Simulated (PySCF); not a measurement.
# How the method changes the constants of C₂⁺

State: ⁴Σg⁻ (quartet), unpaired electrons σ ↑, π ↑↑. Set-up: basis C cc-pVDZ; no relativity; PySCF 2.14. De refers to C⁺ + C in their high-spin ground configurations, without counterpoise correction. The functionals are run spin-unrestricted.

```json
{"Level": "UHF", "Re (Å)": "1.386", "ωe (cm⁻¹)": "1478", "De (eV)": "3.40", "CPU s a point (SCF and correlation, without the integrals)": "0.045"}
{"Level": "UHF-MP2", "Re (Å)": "1.416", "ωe (cm⁻¹)": "1400", "De (eV)": "5.38", "CPU s a point (SCF and correlation, without the integrals)": "0.065"}
{"Level": "UHF-SCS-MP2", "Re (Å)": "1.400", "ωe (cm⁻¹)": "1495", "De (eV)": "4.96", "CPU s a point (SCF and correlation, without the integrals)": "n/a"}
{"Level": "UHF-CCSD", "Re (Å)": "1.421", "ωe (cm⁻¹)": "1367", "De (eV)": "4.99", "CPU s a point (SCF and correlation, without the integrals)": "n/a"}
{"Level": "UHF-CCSD(T)", "Re (Å)": "1.428", "ωe (cm⁻¹)": "1337", "De (eV)": "5.25", "CPU s a point (SCF and correlation, without the integrals)": "0.57"}
{"Level": "PBE", "Re (Å)": "1.428", "ωe (cm⁻¹)": "1296", "De (eV)": "6.56", "CPU s a point (SCF and correlation, without the integrals)": "0.35"}
{"Level": "r²SCAN", "Re (Å)": "1.420", "ωe (cm⁻¹)": "1327", "De (eV)": "6.11", "CPU s a point (SCF and correlation, without the integrals)": "0.47"}
{"Level": "TPSSh", "Re (Å)": "1.416", "ωe (cm⁻¹)": "1337", "De (eV)": "5.88", "CPU s a point (SCF and correlation, without the integrals)": "0.53"}
{"Level": "B3LYP", "Re (Å)": "1.414", "ωe (cm⁻¹)": "1339", "De (eV)": "5.77", "CPU s a point (SCF and correlation, without the integrals)": "0.39"}
{"Level": "PBE0", "Re (Å)": "1.409", "ωe (cm⁻¹)": "1374", "De (eV)": "5.96", "CPU s a point (SCF and correlation, without the integrals)": "0.5"}
{"Level": "MN15", "Re (Å)": "1.422", "ωe (cm⁻¹)": "1311", "De (eV)": "5.66", "CPU s a point (SCF and correlation, without the integrals)": "0.48"}
```

(1) Which functional lies closest to UHF-CCSD(T) in De, which farthest, and by how much do they differ from it?

(2) What does the step from GGA to meta-GGA do here, going from PBE to r²SCAN?

(3) What does second-order correlation do here, going from UHF to UHF-MP2?

Correlated steps freeze 2 core orbitals. Correlated levels converge slowly with the basis: in double zeta they bind strong bonds too weakly, by up to about 1 eV, and carry superposition errors of some tenths. The state was picked by a PBE0 search and need not be the measured ground state.

The whole job (state search and all levels along the bond) took about 0.95 min on 1 thread of Arm Neoverse N1 (shared host), peak memory 0.35 GiB.

Answers

(1) Closest is MN15 (-0.6 pm in Re, -1.9 % in ωe, +0.41 eV in De against UHF-CCSD(T) in the same basis), farthest PBE (+0.0 pm in Re, -3.1 % in ωe, +1.31 eV in De). CCSD(T) converges more slowly with the basis than the functionals do and binds too weakly in this one, so the order can change at the basis-set limit.

(2) r²SCAN less PBE: -0.8 pm in Re, +2.4 % in ωe, -0.45 eV in De. 

(3) UHF-MP2 less UHF: +3.0 pm in Re, -5.3 % in ωe, +1.98 eV in De. Correlation nearly always deepens the well. The bond lengthens, as in strong covalent bonds, where excitations into antibonding orbitals dominate.
